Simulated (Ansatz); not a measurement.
AlF₂, SMILES `[F][Al][F]` radical, 3 atoms. Total charge 0; spin multiplicity 2. All runs use 2 threads of a server CPU on a shared host. Correlated methods freeze the cores. Open-shell runs search over several starts.

(1) How many basis functions does each run have, and how long does it take in Ansatz? UKS ωB97M-V/def2-TZVPP energy and forces; UKS PBE0-D4/def2-QZVPP energy; UHF-CCSD(T)/def2-SVP energy; UKS ωB97M-V/def2-QZVPP energy; UKS ωB97M-V/def2-SVP energy; UKS PBE0-D4/def2-TZVP relaxation (4 steps); UKS BLYP-D4/def2-TZVPP energy; UKS PBE0-D4/def2-TZVP frequencies; UKS PBE0-D4/def2-TZVPP energy; UHF-CCSD(T)/def2-TZVPP energy; UHF-CCSD(T)/def2-QZVPP energy; UKS PBE0-D4/def2-SVP energy. (An estimate is asked.)

Answers

(1) The calculation gave: Other jobs shared the machine, so times are rough.

```json
{"level": "UKS PBE0-D4/def2-SVP", "job": "energy", "functions": "46", "wall time": "0.6 s", "peak host memory (GiB)": "0.12"}
{"level": "UHF-CCSD(T)/def2-SVP", "job": "energy", "functions": "46", "wall time": "0.65 s", "peak host memory (GiB)": "0.14"}
{"level": "UKS BLYP-D4/def2-TZVPP", "job": "energy", "functions": "104", "wall time": "0.9 s", "peak host memory (GiB)": "0.17"}
{"level": "UKS PBE0-D4/def2-TZVPP", "job": "energy", "functions": "104", "wall time": "1.1 s", "peak host memory (GiB)": "0.19"}
{"level": "UKS ωB97M-V/def2-SVP", "job": "energy", "functions": "46", "wall time": "2.1 s", "peak host memory (GiB)": "0.21"}
{"level": "UKS PBE0-D4/def2-QZVPP", "job": "energy", "functions": "184", "wall time": "2.3 s", "peak host memory (GiB)": "0.37"}
{"level": "UKS ωB97M-V/def2-TZVPP", "job": "energy and forces", "functions": "104", "wall time": "3.3 s", "peak host memory (GiB)": "0.29"}
{"level": "UHF-CCSD(T)/def2-TZVPP", "job": "energy", "functions": "104", "wall time": "4 s", "peak host memory (GiB)": "0.56"}
{"level": "UKS ωB97M-V/def2-QZVPP", "job": "energy", "functions": "184", "wall time": "4.9 s", "peak host memory (GiB)": "0.5"}
{"level": "UKS PBE0-D4/def2-TZVP", "job": "relaxation (4 steps)", "functions": "99", "wall time": "5.5 s", "peak host memory (GiB)": "0.19"}
{"level": "UKS PBE0-D4/def2-TZVP", "job": "frequencies", "functions": "99", "wall time": "5.5 s", "peak host memory (GiB)": "0.19"}
{"level": "UHF-CCSD(T)/def2-QZVPP", "job": "energy", "functions": "184", "wall time": "21 s", "peak host memory (GiB)": "2.2"}
```
